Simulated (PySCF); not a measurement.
## Computed spin Hamiltonian

C₂H₅O₂S (doublet state).
SMILES with atom numbers: `[CH2:1][O:2][S@@:3]([CH3:4])=[O:5]` (hydrogens: H6, H7 on C1; H8, H9, H10 on C4)

Geometry (GFN2-xTB, Å), atoms numbered from 1 in this order:
```xyz
10
C2H5O2S angstrom
C      2.0036    0.1189    0.4756
O      0.9814    0.8406    0.4600
S     -0.7135    0.0907    1.2947
C     -1.5840    0.1640   -0.3163
O     -0.3290   -1.2975    1.4914
H      2.8693    0.3961    1.0729
H      2.0273   -0.8486   -0.0217
H     -1.0967   -0.5114   -1.0104
H     -2.6171   -0.1343   -0.1678
H     -1.5326    1.1861   -0.6721
```

The hyperfine couplings belong to this conformer and change with its torsions.

The calculation used PySCF, UKS B3LYP, pcH-1 on C H O S, non-relativistic, mean-field spin-orbit, GIAO. One conformer (not necessarily the lowest) at the GFN2-xTB geometry, without solvent, vibrations or thermal averaging. A GFN2-xTB geometry isn't a minimum of the functional, and hyperfine couplings can be far from their values at a DFT geometry. The SCF solution wasn't tested for stability.

```
g1, g2, g3                      : 2.00271, 2.00660, 2.01298
g_iso                           : 2.00743
Form of g                       : rhombic: the two nearest values differ by 38 % of g3 − g1
⟨S²⟩                            : 0.7663 (exact 0.7500)
α and β electrons               : 25, 24
HOMO–LUMO gap, α and β orbitals : 3.86, 4.50 eV
Total energy                    : -627.76502 Eh
```

Isotropic coupling and dipolar principal values T1 to T3, in mT; ρ(0) is the spin density at the nucleus (MHz turned into mT with g_iso):

| atom | isotope | a_iso | of which spin–orbit | T1 | T2 | T3 | Mulliken spin population | ρ(0) (bohr⁻³) |
| --- | --- | --- | --- | --- | --- | --- | --- | --- |
| C1 | 13C | 2.17 | 0.00 | -1.41 | -1.33 | 2.75 | 0.48 | 0.0544 |
| O2 | 17O | -4.05 | 0.00 | -1.30 | -0.16 | 1.45 | -0.04 | 0.1878 |
| S3 | 33S | 0.67 | -0.02 | -1.77 | -1.59 | 3.35 | 0.40 | 0.0569 |
| C4 | 13C | -0.18 | 0.00 | -0.03 | 0.01 | 0.02 | -0.02 | -0.0046 |
| O5 | 17O | -0.68 | -0.03 | -2.49 | 1.23 | 1.26 | 0.20 | 0.0304 |
| H6 | 1H | -0.52 | 0.00 | -0.65 | -0.03 | 0.68 | -0.01 | -0.0033 |
| H7 | 1H | -1.12 | 0.00 | -0.62 | -0.01 | 0.63 | -0.02 | -0.0071 |
| H8 | 1H | 0.39 | 0.00 | -0.09 | -0.06 | 0.14 | 0.01 | 0.0024 |
| H9 | 1H | 0.84 | 0.00 | -0.10 | -0.07 | 0.16 | 0.01 | 0.0053 |
| H10 | 1H | 0.09 | 0.00 | -0.10 | -0.05 | 0.15 | 0.00 | 0.0006 |

Largest spin populations (Mulliken): C1 (+0.48), S3 (+0.40) and O5 (+0.20). Three atoms exceed +0.15.

C1, the radical centre as drawn in `[CH2]O[S@@](C)=O`, holds a spin population of +0.48 out of 1.

Axes: g1 points within 11° of the O2–S3 bond and g2 points within 6° of the C1–H7 bond.

Under fast tumbling the dipolar parts average out, and these isotropic splittings remain: 1 × 1H (H7, I = 1/2, 2 lines) with 1.12 mT, 1 × 1H (H6, I = 1/2, 2 lines) with 0.52 mT and 3 × 1H (H8/H9/H10, I = 1/2, 4 lines) with 0.44 mT.

Means are taken over nuclei equivalent by connectivity, which assumes that they swap fast. H6 and H7 aren't averaged: C1 is flat or nearly so (angle sum 360°), and its turn about the short C1–O2 bond (1.25 Å) is taken as slow. The three 1H nuclei of mean +12.4 MHz run from 2.7 to 23.7 MHz in the frozen geometry.

The 33S coupling of S3 (18.9 MHz) shows only in satellite lines or after enrichment, since that isotope makes up about 0.76 % of natural sulfur.

The 17O coupling of O2 (-113.8 MHz) shows only in satellite lines or after enrichment, since that isotope makes up about 0.038 % of natural oxygen.

β density exceeds α density at some nuclei, such as H7 (-0.0071), C4 (-0.0046) and H6 (-0.0033), spin density in bohr⁻³. In a single determinant that takes different orbitals for the two spins, that is spin polarisation.
